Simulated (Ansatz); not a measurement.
For Mg (model structure, started from the beta-Sn type, I4₁/amd, No. 141, 2 atoms in the cell), PBE-D3(BJ) (PAW; Ansatz, a first-principles code) gives:

```
Item                  Result
-------------------  -------
lattice parameter a  5.696 Å
c axis length        2.984 Å
```

Question: What does r²SCAN (Ansatz, plane waves, PAW) give for the same quantities?

Answer: 
- lattice constant a: 5.757 Å (rises by 1.1 %)
- lattice parameter c: 3.017 Å (increases by 1.1 %)

Changes are worked out from the printed values.

Unless a cell is named, each level is at its own relaxed cell (PBE-D3(BJ) 24.20, r²SCAN 24.99 Å³/atom).

Ansatz's density-functional and Hartree–Fock values are scalar-relativistic unless marked +SOC, with PAW data made under PBE.

A model structure was made by putting elements into a prototype or built by hand; it is no filed structure, need not be a known phase, and can be a saddle point held by its symmetry.
